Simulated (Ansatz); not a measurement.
Compare A (`C=C1OC=C1C`) with its isomer B (`C#CCOC=C`).

Calculated with Ansatz (gas phase, PBE0-D4/def2-TZVP geometries, no zero-point term in ΔE). CCSD(T)/CBS adds triple-zeta CCSD(T) − MP2 to the extrapolated MP2 energy (def2 sets, frozen cores). Functionals use def2-TZVPP. B3LYP here is the variant with VWN-RPA as its local correlation; programs differ in this. Each species was taken in one conformer, which may not be the lowest.

A:

```xyz
12

C    -1.9329   -0.3867   -0.7028
C    -0.8357   -0.5696    0.0038
O    -0.5956   -1.6163    0.9274
C     0.6545   -1.0101    1.1098
C     0.4940    0.0057    0.2510
C     1.2504    1.1696   -0.2477
H    -2.0050    0.4524   -1.3813
H    -2.7688   -1.0680   -0.6144
H     1.3800   -1.4202    1.7977
H     2.2333    1.2202    0.2233
H     0.7274    2.1069   -0.0365
H     1.3985    1.1163   -1.3303
```

B:

```xyz
12

C     0.596   -3.143    0.242
C     0.350   -1.970    0.284
C     0.046   -0.555    0.375
O     0.158    0.036   -0.903
C    -0.101    1.356   -0.959
C    -0.449    2.169    0.033
H     0.816   -4.183    0.197
H    -0.972   -0.415    0.763
H     0.737   -0.068    1.075
H     0.013    1.711   -1.978
H    -0.621    3.212   -0.190
H    -0.573    1.851    1.059
```

(1) Which is lower in electronic energy at CCSD(T)/CBS, and by how much? (An estimate is asked.)

(2) Give E(B) − E(A) in kJ/mol with CCSD/def2-TZVPP, B3LYP, CCSD(T)/def2-TZVPP, HF/def2-TZVPP, PBE0-D4, B2PLYP, r2SCAN-D4. (An estimate is asked.)

Largest T1 diagnostic: 0.013.

Answers

(1) The calculation gave: A, by 49.5 kJ/mol.

(2) The calculation gave: CCSD/def2-TZVPP 45.6, B3LYP 47.8, CCSD(T)/def2-TZVPP 49.8, HF/def2-TZVPP 26.3, PBE0-D4 76.4, B2PLYP 44.9, r2SCAN-D4 66.9. None reverses the order clearly.

In def2-TZVPP, CCSD(T) changes the Hartree–Fock value by +23.4 kJ/mol (the triples alone add +4.2 kJ/mol) and MP2 by +23.1 kJ/mol.
